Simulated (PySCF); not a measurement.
AlCl⁺ at PBE0

Computed with PBE0; basis Al def2-TZVP, Cl def2-TZVP; no relativity; PySCF 2.14.

```json
{"state": "²Σ⁺ (doublet), unpaired electrons σ ↑", "bond length": "2.024 Å", "harmonic wavenumber": "599 cm⁻¹", "force constant": "3.22 mdyn/Å", "rotational constant Be": "0.2703 cm⁻¹", "anharmonicity ωexe": "3.05 cm⁻¹", "vibration–rotation constant αe": "0.00166 cm⁻¹", "well depth De to Al⁺ + Cl": "2.14 eV", "dissociation energy D0": "2.10 eV", "bond order (Mayer)": "1.60", "dipole moment (positive dipole points towards Cl; it is taken about the centre of mass and depends on that origin)": "-5.57 D"}
```

For an ion De counts to the pair picked by the measured ionisation energies or electron affinities, which need not be the lowest pair at this level. The state is the lowest determinant that a PBE0 search found; another state may lie lower at other levels.
